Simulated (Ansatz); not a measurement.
# FH4NSi (SMILES N[SiH2]F): one structure at several levels

An exercise on one series of results from a longer session: the logs are not shown, and one member is left open.

Program: Ansatz 0.2.0, Gaussian basis. Level of theory: single points in def2-TZVPP. These are calculated values, not measurements.

Cores are frozen in the correlated methods. B3LYP uses VWN-RPA correlation.

## The starting structure

SMILES `N[SiH2]F`, 7 atoms, charge 0, spin multiplicity 1.

Atoms are counted from 1 here; the program's logs count them from 0.

Bond lengths: N1–Si2 1.713 Å, N1–H4 1.069 Å, N1–H5 1.211 Å, Si2–F3 1.605 Å, Si2–H6 1.617 Å, Si2–H7 1.505 Å. Angles: Si2–N1–H4 120.8°, Si2–N1–H5 120.2°, H4–N1–H5 113.3°, N1–Si2–F3 115.2°, N1–Si2–H6 108.0°, N1–Si2–H7 109.3°, F3–Si2–H6 98.9°, F3–Si2–H7 103.1°, H6–Si2–H7 122.3°.

Geometry (Å):

```mol
FH4NSi
  3D, bonds by distance, orders not assigned

  7  6  0  0  0  0  0  0  0  0999 V2000
   -0.7405    0.3610   -0.6761 N   0  0
    0.5631   -0.1001    0.3349 Si  0  0
    0.4844   -1.5965    0.9107 F   0  0
   -0.7742    0.0530   -1.6993 H   0  0
   -1.8356    0.5664   -0.2015 H   0  0
    0.4263    0.7105    1.7279 H   0  0
    1.8365   -0.1088   -0.4681 H   0  0
  1  2  8  0
  1  4  8  0
  1  5  8  0
  2  3  8  0
  2  6  8  0
  2  7  8  0
M  END
```

The first run:

Input file run/in.yaml:

```yaml
crystal:
  periodic: [false, false, false]
  atoms:
    - {symbol: N, position_ang: [-0.740500, 0.361000, -0.676100]}
    - {symbol: Si, position_ang: [0.563100, -0.100100, 0.334900]}
    - {symbol: F, position_ang: [0.484400, -1.596500, 0.910700]}
    - {symbol: H, position_ang: [-0.774200, 0.053000, -1.699300]}
    - {symbol: H, position_ang: [-1.835600, 0.566400, -0.201500]}
    - {symbol: H, position_ang: [0.426300, 0.710500, 1.727900]}
    - {symbol: H, position_ang: [1.836500, -0.108800, -0.468100]}
basis:
  gaussian: {orbitals: def2-TZVPP}
correlation: {method: ccsd_t}
output: {forces: true}
```

No record of the launch command was kept for these runs.

Among the steps run: CCSD(T)/def2-TZVPP; PBE0-D4/def2-TZVPP; wB97M-V/def2-TZVPP; r2SCAN-D4/def2-TZVPP; PBE-D4/def2-TZVPP; HSE06-D4/def2-TZVPP; B3LYP-D4/def2-TZVPP.

One table of the session follows, with a row left open; its other results are not shown here.

```
   method  RMS force component (eV/Å)  angle to CCSD(T) forces (°)  dipole (D)
  CCSD(T)                       1.602                    reference        2.07
  PBE0-D4                       1.609                          2.8        2.12
  wB97M-V                           ?                            ?           ?
r2SCAN-D4                       1.570                          2.4        2.11
   PBE-D4                       1.498                          7.6        2.09
 HSE06-D4                       1.607                          2.8        2.12
 B3LYP-D4                       1.576                          2.8        2.10
```

Q: Estimate the row for wB97M-V from the others.

The run gave: RMS force component (eV/Å): 1.622; angle to CCSD(T) forces (°): 2.5; dipole (D): 2.11. In the column «RMS force component (eV/Å)» it is the highest.
